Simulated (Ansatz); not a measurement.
Relaxation of C2H5NS (9 atoms, charge 0, multiplicity 1), to a largest force component of 0.015 eV/Å in at most 40 steps.

The calculation used RKS PBE0-D4/6-31G* in Ansatz.

```xyz
9
Properties=species:S:1:pos:R:3
N -0.951 1.194 0.745
C -0.045 0.620 -0.122
C 0.431 -0.618 -0.012
S 1.762 -1.181 -1.036
H -1.543 1.908 0.352
H -1.439 0.547 1.346
H 0.334 1.280 -0.890
H 0.111 -1.308 0.752
H 1.340 -2.442 -1.135
```

Question: Where does it end, and by what steps?

Answer: The run converged. After 7 steps the energy has fallen by 0.087 eV; H9 moved furthest, 0.45 Å.

```tsv
step	energy less start (eV)	largest force component (eV/Å)	accepted
0	0.0000	0.490	yes
1	-0.0393	0.762	yes
2	-0.0715	0.514	yes
3	-0.0651	0.584	no
4	-0.0856	0.145	yes
5	-0.0865	0.086	yes
6	-0.0868	0.079	yes
7	-0.0872	0.012	yes
```

```xyz
9
Properties=species:S:1:pos:R:3
N -0.952 1.210 0.707
C -0.043 0.560 -0.101
C 0.468 -0.665 0.111
S 1.842 -1.242 -0.833
H -1.564 1.864 0.243
H -1.440 0.631 1.377
H 0.316 1.153 -0.939
H 0.140 -1.272 0.952
H 1.233 -2.238 -1.516
```

Whether the end is a true minimum wasn't checked by a vibrational analysis.

Time of the run: 27 s on 1 thread of Arm Neoverse V1, on a shared host, peak memory 0.14 GiB.
